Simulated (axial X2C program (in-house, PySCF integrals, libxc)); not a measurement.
## Outer orbitals of NO⁻ at 1.248 Å, B3LYP

All values were computed with an in-house all-electron X2C program for linear molecules (integrals from PySCF). Spin-free means the one-electron spin-free X2C Hamiltonian; two-component (2c) means X2C with spin–orbit coupling and atomic mean-field two-electron Coulomb and Gaunt terms, so the difference of the two also holds small scalar two-electron terms. Basis: O dyall-av3z [7s6p3d2f], N dyall-av3z [7s7p3d2f] (cores contracted in-house); Gaussian nuclei, density fitting, unrestricted open shells. Masses: O 15.995 u, N 14.003 u.

The distance is close to the 2c PBE0 minimum; the highest filled and lowest empty levels are listed.

Spin-free orbitals, state M_S = 1, Λ = 0 (beyond evenly filled blocks: π+α, π-α) (Löwdin shares):

| symmetry | occupied | ε (eV) | atomic character |
| --- | --- | --- | --- |
| σα | yes | -22.78 | 47% O s, 22% N s, 14% N p |
| σβ | yes | -21.66 | 47% O s, 21% N s, 16% N p |
| σα | yes | -10.48 | 32% O p, 31% N s, 19% O s |
| σβ | yes | -8.59 | 39% O p, 26% N s, 19% O s |
| π+α | yes | -4.68 | 57% O p, 36% N p, 3% N d |
| π-α | yes | -4.68 | 57% O p, 36% N p, 3% N d |
| σα | yes | -4.12 | 39% N p, 34% O p, 17% N s |
| σβ | yes | -3.10 | 40% N p, 27% O p, 22% N s |
| π-β | yes | -2.72 | 62% O p, 31% N p, 4% N d |
| π+β | yes | -2.72 | 62% O p, 31% N p, 4% N d |
| π-α | yes | 2.20 | 49% N p, 27% O p, 10% N d |
| π+α | yes | 2.20 | 49% N p, 27% O p, 10% N d |
| σβ | no | 4.55 | 45% N p, 27% O p, 26% N s |
| σα | no | 4.59 | 38% N p, 30% N s, 29% O p |
| π-β | no | 4.80 | 91% N p, 6% O p, 3% N d |
| π+β | no | 4.80 | 91% N p, 6% O p, 3% N d |

The highest filled level is positive, so this functional does not bind it, and the empty levels of an anion are set by the basis.

Spinors with spin–orbit coupling (state Ω = 1):

```tsv
ω	occupied	ε (eV)	atomic character	λ mixture
1/2	yes	-22.78	47% O s, 22% N s, 14% N p	100% σ
-1/2	yes	-21.66	47% O s, 21% N s, 16% N p	100% σ
1/2	yes	-10.48	32% O p, 31% N s, 19% O s	100% σ
-1/2	yes	-8.59	39% O p, 26% N s, 19% O s	100% σ
-1/2	yes	-4.69	58% O p, 36% N p, 3% N d	100% π
3/2	yes	-4.67	57% O p, 36% N p, 3% N d	100% π
1/2	yes	-4.12	39% N p, 34% O p, 17% N s	100% σ
-1/2	yes	-3.10	40% N p, 27% O p, 22% N s	100% σ
1/2	yes	-2.72	62% O p, 31% N p, 4% N d	100% π
-3/2	yes	-2.71	62% O p, 31% N p, 4% N d	100% π
-1/2	yes	2.19	49% N p, 27% O p, 10% N d	100% π
3/2	yes	2.21	49% N p, 27% O p, 10% N d	100% π
-1/2	no	4.60	50% N p, 27% O p, 20% N s	100% σ
1/2	no	4.64	45% N p, 30% O p, 23% N s	100% σ
1/2	no	4.80	91% N p, 6% O p, 3% N d	100% π
-3/2	no	4.80	91% N p, 6% O p, 3% N d	100% π
```

The highest filled level is positive, so this functional does not bind it, and the empty levels of an anion are set by the basis.

(1) How does the gap between the highest filled and lowest empty level change from the spin-free to the 2c table?

Mulliken charges and populations of the two-component result (they depend on the basis, above all on diffuse functions):

O -0.43 e (s 3.84 p 4.50 d 0.07 f 0.01), N -0.57 e (s 3.87 p 3.60 d 0.09 f 0.01). ⟨Lz⟩ = 0.00 ħ and ⟨Sz⟩ = 1.00 ħ (0.26 and 0.74 on the two atoms), which add up to Ω.

Occupations by symmetry block were frozen at the best pattern of an incomplete PBE0 search. Density functionals use the spin component along the axis (collinear). PBE0 can misorder states that lie within some tenths of an eV, so this need not be the ground state of the molecule. The nearest other spin-free determinant of the search, M_S = 0, Λ = 2, lies 0.96 eV up at the distance of the search. With several unpaired electrons one determinant need not be a pure state. Open-shell Ω = 0 determinants with evenly filled partner blocks cannot be reached by this program, so the Ω shown need not be the lowest component. This is the Ω = 1 component of a π² triplet; the 0⁺ component is not one determinant and can lie lowest. The highest occupied level of some functionals is positive through self-interaction error; at Hartree–Fock it is bound.

## Answers

(1) From 2.35 to 2.39 eV at B3LYP, a change of 0.04 eV.
